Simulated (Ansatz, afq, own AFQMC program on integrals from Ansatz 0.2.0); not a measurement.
**BGeH, triplet: AFQMC among the cluster methods**

```xyz
3

Ge    0.0897    0.0000    0.2678
B    -0.5866    0.0000   -1.5508
H    -0.1724    0.0000   -2.6648
```

Connectivity, by distances: Ge–BH.

Basis cc-pVDZ. Only valence electrons are correlated. AFQMC by an in-house program on the Cholesky factors that Ansatz 0.2.0 writes for its CCSD(T) run. ph-AFQMC/CISD is guided by a CISD state made of CCSD amplitudes; releasing the constraint for a short imaginary time cuts its bias at the price of noise, slowly where states lie close. ± is one standard error of the sampling. No spin–orbit coupling.

Determinant: UHF, the one that the program's search chose, which needn't be the lowest solution. The geometry is a point of a scan.

No full CI on the walks' own integrals is used here; CCSDT(Q) serves as the reference and is uncertain by about the last step of the cluster series.

Cautions: no relativity below Rb; no spin-orbit coupling; inner d shell frozen; lower spins were not checked; higher spins were not checked; raised T1 diagnostic (T1 0.044, weight of the determinant 0.86, largest double 0.09); unrestricted determinant spin contaminated (⟨S²⟩ 2.11 against 2.00).

The T1 diagnostic is 0.0436. The weight of the determinant in the CISD state is 0.860, the ⟨S²⟩ of the determinant is 2.109 and the size of the correlated space is 8 electrons in 31 orbitals.

Reference: CCSDT(Q), correlation energy -4.408 eV. The released energy is read at 2.40 1/Eh (meV from the phaseless value at times in 1/Eh: -7 ± 13 at 0.24, -28 ± 14 at 0.51, -51 ± 17 at 0.99, -71 ± 18 at 1.62, -53 ± 14 at 2.40).

| level | E − E(reference) (kJ/mol) | share of correlation (%) |
| --- | --- | --- |
| HF | 425.3 | 0.00 |
| MP2 | 109.1 | 74.34 |
| CCSD | 21.5 | 94.94 |
| CCSD(T) | 5.6 | 98.67 |
| CCSDT | 1.2 | 99.73 |
| ph-AFQMC/CISD | 4.2 ± 0.9 | 99.01 |
| released AFQMC | -0.9 ± 1.4 | 100.21 |

A walk keeps the symmetry of its determinant, which the program's search chose and which needn't be the lowest solution, so a lower state of the same spin and another symmetry isn't excluded. Released energies are given only where the last usable release times agree within the noise; a slower fall can still hide under it.
